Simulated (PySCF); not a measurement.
Numbering as in the mapped SMILES `[CH3:1][CH2:2][C:3](=[O:4])[Cl:5]`. Hydrogens are named by the atom that carries them.

GIAO shifts from PySCF on PBE0-D3(BJ)/def2-SVP geometries (one conformer, non-relativistic, equivalent nuclei averaged), against TMS at the same level and in the same medium; PCM means IEF-PCM chloroform.

Measured (solution, not stated per compound (mostly CDCl3 or CCl4); Pretsch, Buehlmann, Badertscher, Structure Determination of Organic Compounds, 4th ed. (2009)): C2 41.0, C1 9.3, H(C2) 2.93, H(C1) 1.24 ppm.

Which unscaled values do PBE0/pcSseg-1, PCM; WP04/pcSseg-1, PCM; wB97X-D/pcSseg-1, PCM give, and how close are they?

Answers


```
atoms  measured  PBE0/pcSseg-1, PCM  WP04/pcSseg-1, PCM  wB97X-D/pcSseg-1, PCM
   C2      41.0                45.2                47.1                   45.2
   C1       9.3                11.0                13.7                   11.1
H(C2)      2.93                2.91                2.91                   2.85
H(C1)      1.24                1.11                1.18                   1.12
```

Mean absolute error for ¹³C: PBE0/pcSseg-1, PCM 3.0, WP04/pcSseg-1, PCM 5.2, wB97X-D/pcSseg-1, PCM 3.0 ppm.

Mean absolute error for ¹H: PBE0/pcSseg-1, PCM 0.07, WP04/pcSseg-1, PCM 0.04, wB97X-D/pcSseg-1, PCM 0.10 ppm.

Carbons that carry Cl, above all several Cl atoms, come out too deshielded, partly because spin–orbit coupling is missing.
